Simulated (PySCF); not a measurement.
Rigid-rotor lines calculated for a species of formula C5H9N (commonest isotopes; PBE0-D3(BJ)/def2-SVP geometry optimisation, gas phase (PySCF 2.14.0)), labelled J(Ka,Kc):

```json
{"transition": "2(1,1) ← 1(1,0)", "MHz": "11782.1"}
{"transition": "2(0,2) ← 1(0,1)", "MHz": "10371.4"}
{"transition": "1(1,1) ← 0(0,0)", "MHz": "7015.2"}
{"transition": "2(1,2) ← 1(1,1)", "MHz": "9687.8"}
{"transition": "1(0,1) ← 0(0,0)", "MHz": "5367.5"}
```

Task: Find the rotational constants.

Result: 1(0,1) ← 0(0,0) is B + C, 2(1,1) ← 1(1,0) is 3B + C and 2(1,2) ← 1(1,1) is B + 3C, so B − C is half the difference of the last two, 1047.2 MHz. 1(1,1) ← 0(0,0) is A + C. A = 4855.1, B = 3207.3, C = 2160.1 MHz.

Task: What moments of inertia, asymmetry and inertial defect follow?

Result: I = 505379 MHz·u·Å² over each constant: Ia = 104.09, Ib = 157.57, Ic = 233.96 u·Å²; κ = (2B − A − C)/(A − C) = -0.223 (asymmetric top); Δ = Ic − Ia − Ib = -27.71 u·Å².

Task: Which dipole components do these lines need?

Result: μa and μb (a-type: ΔKa even, ΔKc odd; b-type: both odd). The calculation gives |μa| = 2.10 D, |μb| = 1.14 D, |μc| = 0.23 D.

Task: Where do these fall, and of which type are they? 2(1,2) ← 1(0,1); 2(1,1) ← 1(0,1); 2(2,0) ← 2(2,1); 1(1,0) ← 1(0,1); 2(2,0) ← 1(1,1); 2(2,1) ← 1(1,1); 2(1,1) ← 2(0,2); 2(2,1) ← 2(1,2).

Result: 
```
     transition    MHz  type  branch
2(2,0) ← 2(2,1)    364     a       Q
1(1,0) ← 1(0,1)   2695     b       Q
2(1,1) ← 2(0,2)   4106     b       Q
2(2,1) ← 2(1,2)   8085     b       Q
2(1,2) ← 1(0,1)  11335     b       R
2(1,1) ← 1(0,1)  14477     c       R
2(2,1) ← 1(1,1)  17773     c       R
2(2,0) ← 1(1,1)  18136     b       R
```

Task: Which structure gave them?

Result: `[H]/N=C(/C)C(=C)C`, point group C1. Three constants can't fix a structure by themselves; this is the one that was computed:
```xyz
15
C5H9N angstrom
C     -1.400   -1.512   -0.569
C     -0.636   -0.579    0.017
C     -1.034    0.867    0.068
C      0.678   -0.964    0.624
C      1.820   -0.005    0.440
N      0.879   -2.042    1.274
H     -1.074   -2.553   -0.640
H     -2.366   -1.259   -1.014
H     -0.997    1.257    1.099
H     -0.351    1.490   -0.531
H     -2.052    1.013   -0.319
H      2.734   -0.455    0.847
H      1.968    0.238   -0.624
H      1.627    0.945    0.964
H      0.004   -2.572    1.342
```

The values belong to one conformer (point group C1) with, in the numbering `[H]/[N:6]=[C:4](\[C:2](=[CH2:1])[CH3:3])[CH3:5]`, C1–C2–C4–C5 141°. No PBE0-D3(BJ)/def2-SVP frequencies stand behind this structure, so it isn't proved a minimum. These are rigid-rotor constants of the computed structure; measured ground-state constants (B0) also hold zero-point vibration. A rigid rotor knows nothing of internal rotation, which can split or shift real lines. Quadrupole hyperfine structure (14N) is left out.

The run took 29 s on Arm Neoverse V2, one thread, on a shared host. That covers the optimisation of the geometry.
